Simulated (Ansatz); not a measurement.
The same path of C₂H₄OS (8 atoms, charge 0, multiplicity 1) was run twice with different band settings. The coordinate that changes most is the dihedral H7–C1–C2–S4.

These are results of RKS PBE0-D4/def2-SVP (Ansatz), not measurements.

Relaxed end points:

```xyz
8
Properties=species:S:1:pos:R:3
C 0.130 0.734 -0.451
C -0.332 -0.439 0.354
O 0.494 -0.879 1.366
S 0.383 -2.055 0.079
H -0.047 1.661 0.118
H -0.426 0.803 -1.397
H 1.204 0.645 -0.665
H -1.406 -0.471 0.598
```

```xyz
8
Properties=species:S:1:pos:R:3
C 0.147 0.731 -0.450
C -0.320 -0.540 0.184
O -0.245 -0.628 1.557
S 0.870 -1.732 0.788
H 1.066 1.082 0.038
H -0.634 1.502 -0.342
H 0.336 0.587 -1.524
H -1.219 -1.002 -0.252
```

Common settings: spring 5.0 eV/Å²; optimiser quadratic models (default); start path through a guess of the saddle point; force threshold 0.05 eV/Å; iteration limit 60; end points relaxed.

| run | movable images | climbing image |
| --- | --- | --- |
| 1 | 5 | yes |
| 2 | 8 | no |

(1) What does each run give, and how far can it be trusted?

Answers

(1) Run 1: converged after 5 iterations, highest image 0.134 eV above the first end. A vibrational analysis at the climbing image gives one clearly imaginary mode, 235i cm⁻¹: a first-order saddle point.
Run 2: converged after 5 iterations, highest image 0.130 eV above the first end. No image climbed, so the highest image needn't sit at the top of the path.
